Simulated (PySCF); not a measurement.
Calculation: PySCF 2.14.0 with TPSSh-D3(BJ)/def2-TZVP // CAM-B3LYP-D3(BJ)/def2-TZVP. All species are isolated molecules in the gas phase. Delta-SCF ions had no search for a lower state. 

Reference species (SMILES): `[AlH3]` (neutral, multiplicity 1).

```json
{
  "LUMO": "-2.00 eV",
  "vertical ionisation energy (Delta-SCF)": "11.13 eV"
}
```

Changed species: `[F][Al]([F])[F]` (3 of 3 H replaced by F; the reference has 0 of 3 H replaced by F).

Task: Give the shifts of the LUMO and vertical ionisation energy (Delta-SCF).

Result: the LUMO rises by 0.25 eV, to -1.75 eV; the vertical ionisation energy (Delta-SCF) rises by 2.76 eV, to 13.89 eV.
